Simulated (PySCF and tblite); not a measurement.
Values are calculated unless marked as measured or tabulated.
C₂H₃N₃, numbered as in [cH:1]1[n:2][cH:3][nH:4][n:5]1.

Classical Langevin dynamics with GFN2-xTB (tblite), gas phase: time step 1.5 fs, H mass 4 u, friction 0.005 fs⁻¹, 400 steps to settle and 8000 to sample, one trajectory a temperature from the lowest conformer.

GIAO shieldings at PBE0/pcSseg-1 (PySCF) on 14 frames a temperature; like atoms are averaged, and of two unlike H on one atom a is the less shielded at the minimum.

Task: How far do thermal motions move the shieldings from their values at the minimum?

Result: 
```csv
signal,σ at minimum (ppm),"Δσ, 100 K","Δσ, 300 K","Δσ, 500 K"
C1,31.3,-0.8 ± 0.6,0.5 ± 1.0,-3.7 ± 1.3
N2,-23.1,-2.3 ± 1.3,-4.0 ± 3.0,-13.8 ± 3.3
C3,41.4,0.1 ± 0.7,-2.5 ± 1.0,-6.9 ± 1.5
N4,42.2,0.5 ± 1.0,-4.9 ± 1.6,-8.3 ± 1.8
N5,-61.6,-4.0 ± 1.8,-6.6 ± 3.0,-15.7 ± 4.7
H1,23.64,-0.12 ± 0.07,-0.06 ± 0.12,-0.38 ± 0.14
H3,23.67,-0.02 ± 0.07,0.05 ± 0.14,-0.37 ± 0.13
H4,21.59,0.05 ± 0.09,-0.05 ± 0.12,-0.11 ± 0.17
```

Errors are standard errors over frames. Zero-point motion is missing, and a reference compound would move too.

Task: What do the single frames at 500 K give for N4?

Result: 
```csv
t (fs),"V above the minimum, tight binding (kcal/mol)","E above it, DFT (kcal/mol)",torsions (°),σ (ppm)
1028,8.8,10.0,none,35.0
1886,5.5,4.4,none,40.4
2742,12.6,15.0,none,37.4
3600,5.8,4.7,none,28.0
4456,8.8,9.9,none,38.6
5314,10.4,11.1,none,31.6
6171,6.0,6.8,none,35.6
7029,8.0,10.0,none,29.6
7886,11.5,14.2,none,37.1
8744,4.5,4.9,none,42.8
9600,8.6,11.6,none,32.9
10458,6.4,6.6,none,41.9
11314,9.7,12.8,none,19.1
12172,10.6,10.6,none,24.3
```

Task: How does the lowest singlet excitation (CAM-B3LYP/def2-SVPD) spread?

Result: 6.46 eV at the minimum; 6.40 eV with a spread of 0.12 eV at 100 K; 6.23 eV with a spread of 0.17 eV at 300 K; 6.14 eV with a spread of 0.21 eV at 500 K.

Changes within two standard errors are not significant.

The study took 7.9 min on 1 thread of Arm Neoverse V2 (shared host) (rough), peak memory 0.54 GiB, launched as `OMP_NUM_THREADS=1 python ens_run.py task.json out`.
